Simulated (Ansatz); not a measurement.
in.yaml

```yaml
crystal:
  periodic: [false, false, false]
  atoms:
    - {symbol: W, position_ang: [0.288858, -0.224385, 4.955557]}
    - {symbol: Si, position_ang: [0.295791, -0.200494, -2.736403]}
    - {symbol: H, position_ang: [-0.955481, 0.882874, 4.830470]}
    - {symbol: H, position_ang: [0.814412, 0.847835, -3.644185]}
    - {symbol: H, position_ang: [-0.443579, -1.305830, -3.405441]}
basis:
  gaussian: {orbitals: def2-SVP}
total_charge: 1
magnetization: {spin_polarized: false}
correlation: {method: ccsd_t, electrons: outside_noble_gas}
```

```sh
$ ansatz run in.yaml --threads 1 --pin off --events-out ev --progress --plain --max-ram 2393MiB
```

Log:

```
644 factors; integrals over basis functions are off by at most 7.6e-4 eV
mean field evaluation 1: about -9695.8393 eV, gradient 1.9e1 eV
mean field evaluation 2: about -9695.8413 eV, gradient 1.9e1 eV
mean field evaluation 4: about -9697.6437 eV, gradient 3.3e0 eV
mean field evaluation 8: about -9698.3177 eV, gradient 1.2e0 eV
mean field evaluation 16: about -9698.7475 eV, gradient 2.6e-2 eV
mean field evaluation 32: about -9698.7857 eV, gradient 8.9e-4 eV
mean field evaluation 64: about -9698.7858 eV, gradient 2.3e-2 eV
mean field evaluation 96: about -9698.7481 eV, gradient 7.4e-4 eV
mean field evaluation 128: about -9698.7857 eV, gradient 2.3e-2 eV
mean field evaluation 160: about -9698.7857 eV, gradient 1.4e-3 eV
...
cycle  24  -6.66011428 eV  change    3.7e-6 eV  update   7.2e-6
cycle  25  -6.66011018 eV  change    4.1e-6 eV  update   7.0e-6
cycle  26  -6.66010812 eV  change    2.1e-6 eV  update   6.8e-6
cycle  27  -6.66010390 eV  change    4.2e-6 eV  update   6.7e-6
cycle  28  -6.66010030 eV  change    3.6e-6 eV  update   6.5e-6
cycle  29  -6.66009649 eV  change    3.8e-6 eV  update   6.4e-6
cycle  30  -6.66009459 eV  change    1.9e-6 eV  update   6.2e-6
cycle  31  -6.66009247 eV  change    2.1e-6 eV  update   6.2e-6
cycle  32  -6.66009046 eV  change    2.0e-6 eV  update   6.2e-6
cycle  33  -6.66008974 eV  change    7.2e-7 eV  update   6.2e-6
perturbative correction -0.77776107 eV, -0.0285821920 hartree
WARN: the results are in doubt because among natural orbitals the method converges to other amplitudes
Total energy: -9705.59438720 eV, -356.6740150416 hartree
In doubt: among natural orbitals the method converges to other amplitudes
```

Ran on 1 thread of AMD EPYC 9R45, shared host: 83 s wall, 0.18 GiB peak host memory.
